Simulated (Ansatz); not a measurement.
Basis-set extrapolation for C₂H₃F₂O (`F[CH]OCF`) radical (PBE0-D4/def2-TZVP geometry, frozen core, the Gaussian-basis code of Ansatz). Multiplicity 2, UHF reference.

|  | def2-TZVPP | def2-QZVPP |
| --- | --- | --- |
| HF | -351.314434 | -351.330120 |
| MP2 correlation | -1.032208 | -1.120394 |
| CCSD(T) correlation | -1.089227 | not run |

Energies in hartree. Use E(X) = E(∞) + A·exp(−7.88·√X) for Hartree–Fock and E(X) = E(∞) + B·X^(−2.97) for correlation, with X = 3 and 4, and add CCSD(T) minus MP2 of the smaller set to the MP2 limit.

**Question.** What is the CCSD(T) energy at the basis-set limit?

**Answer.** HF limit: -351.330120 + (-0.015686) × 0.13774 = -351.33228. MP2 limit: -1.120394 + (-0.088186) × 0.74074 = -1.18572. Higher-order term: -1.089227 − (-1.032208) = -0.05702. Total: -352.57502 hartree, 4.66 eV below CCSD(T)/def2-TZVPP.
